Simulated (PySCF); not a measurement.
Predicted microwave data (PBE0-D3(BJ)/def2-SVP geometry optimisation, gas phase (PySCF)) for one isomer of C5H4O:

- Rotational constants: A = 8398, B = 2442, C = 1892 MHz
- Dipole components: |μa| = 2.23 D, |μb| = 0.55 D, |μc| = 0.00 D
- Inertial defect: 0.00 u·Å²
- κ: -0.83

**Question.** Which structure is it? (One computed conformer of each.)
A. `[CH:1]#[C:2][CH2:3][CH:4]=[C:5]=[O:6]` with C2–C3–C4–C5 112°
B. `C(C#C)(=C=O)C`
C. `[CH:1]#[C:2][C:3](=[CH2:4])[CH:5]=[O:6]` with C2–C3–C5–O6 180°
D. `[CH:1]#[C:2]/[CH:3]=[CH:4]\[CH:5]=[O:6]` with C3–C4–C5–O6 180°
E. `[CH:1]#[C:2][C:3](=[O:4])[CH:5]=[CH2:6]` with C2–C3–C5–C6 0°

**Answer.** C. It is C#CC(=C)C=O, an asymmetric top, point group Cs. The candidates at the same level (rigid rotor, commonest isotopes):

```
     SMILES  A (MHz)  B (MHz)  C (MHz)  μa (D)  μb (D)  μc (D)  Δ (u·Å²)  point group                        rotor
C#CC(C)=C=O     5575     2778     1876    0.37    1.25    0.00     -3.21           Cs               asymmetric top
C#CC(=C)C=O     8398     2442     1892    2.23    0.55    0.00      0.00           Cs               asymmetric top
C#C/C=C\C=O    10021     1985     1657    3.04    0.79    0.00      0.00           Cs  near-prolate asymmetric top
  C#CCC=C=O    12898     1631     1550    0.89    0.85    0.31    -23.03           C1  near-prolate asymmetric top
C#CC(=O)C=C     4979     3534     2067    0.46    3.32    0.00      0.00           Cs               asymmetric top
```

`C#CCC=C=O` has A 54 % too high; `C#CC(=O)C=C` has B 45 % too high; `C#C/C=C\C=O` has A 19 % too high; `C#CC(C)=C=O` has A 34 % too low. In the right answer the mirror of this Cs structure is the ab plane, so μc vanishes by symmetry. No structure here is proved a minimum.
